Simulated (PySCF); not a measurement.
Core binding energy against partial charge

Species: C4H4FN.
Geometry (PBE0-D3(BJ)/def2-SVP, Å), atoms numbered from 1 in this order:
```xyz
10
C4H4FN angstrom
C     -1.2504    0.3124   -0.7299
C      0.2307    0.1580   -0.5528
C      1.0522    1.3284   -0.5755
N      1.6872    2.2989   -0.5998
C      0.8442   -1.0215   -0.3718
F      0.1697   -2.1556   -0.3357
H     -1.7425   -0.6673   -0.6989
H     -1.4775    0.7941   -1.6930
H     -1.6719    0.9469    0.0645
H      1.9224   -1.1471   -0.2419
```

Binding energies: PySCF, delta-SCF UKS SCAN, pcX-2 on the ionised atom, pcseg-1 elsewhere, spin-free X2C. Charges: PBE0/pcSseg-1 ground-state density, for the ionised atom.

| atom | environment | C 1s (eV) | Mulliken (e) | IAO (e) | Hirshfeld (e) | ESP (e) |
| --- | --- | --- | --- | --- | --- | --- |
| C1 | allylic carbon | 291.74 | -0.147 | -0.415 | -0.106 | -0.239 |
| C2 | fully substituted alkene carbon | 292.31 | -0.432 | -0.083 | -0.005 | +0.015 |
| C3 | nitrile carbon | 292.42 | +0.133 | +0.131 | +0.072 | +0.289 |
| C5 | vinylic C–F carbon | 293.55 | +0.373 | +0.180 | +0.073 | -0.095 |

Question: Give the correlation coefficient and slope of binding energy on charge for each scheme.

Answer: IAO: r = 0.83, slope 2.3 eV per e; Hirshfeld: r = 0.79, slope 7.1 eV per e; Mulliken: r = 0.72, slope 1.6 eV per e; ESP: r = 0.11, slope 0.4 eV per e. IAO charges have the highest r, on only 4 points.

Question: The point-charge model writes a binding energy as kq + V + constant, with V the potential of the other atoms' charges at the site. What does it give with the Hirshfeld charges?

Answer: V = Σ 14.40 eV Å × q/r over all other atoms: +2.07 eV at C1, +0.54 eV at C2, -1.95 eV at C3, +0.04 eV at C5. Fitting binding energy − V to q gives k = 24.1 eV per e and leaves an rms residual of 0.34 eV, against 0.40 eV for the fit on q alone. The model has no term for differences in relaxation between sites.

Isolated species at its PBE0-D3(BJ)/def2-SVP geometry, gas phase.
